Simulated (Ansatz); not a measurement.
A calculation on zinc-blende HgSe returned lattice constant a 6.133 Å, bulk modulus 51.6 GPa, cohesive energy 1.99 eV/atom.

For reference: lattice constant a 6.085 Å (measured, 293 K, no zero-point or thermal correction; as tabulated in Cardona et al. (2009), arXiv:0908.2634); bulk modulus 50 GPa (measured, temperature not stated, no zero-point or thermal correction, our sources range from 48.5 to 51.6; as tabulated in Toher et al. (2017), arXiv:1611.05714).

### Question
Which level of theory produced these numbers?
A) PBEsol (Ansatz (a quantum-chemistry and plane-wave program))
B) rVV10 (Ansatz)
C) LDA (Ansatz)
D) B3LYP (VWN-RPA form) (Ansatz)

### Answer
A, PBEsol (Ansatz)

The others give: LDA 6.063 Å, 57.9 GPa, 2.44 eV/atom; B3LYP (VWN-RPA form) 6.305 Å, 42.5 GPa, 1.29 eV/atom; rVV10 6.281 Å, 44.4 GPa, 1.90 eV/atom.

Unless a cell is named, each level is at its own relaxed cell (B3LYP (VWN-RPA form) 31.34, LDA 27.86, PBEsol 28.83, rVV10 30.98 Å³/atom).

Caveats: the cell is over a tenth larger than the published one: the level's own overestimate first of all, though another phase or state, or a fault of the published cell, is possible (B3LYP (VWN-RPA form), rVV10). Ansatz's density-functional and Hartree–Fock values are scalar-relativistic unless marked +SOC, with PAW data made under PBE.
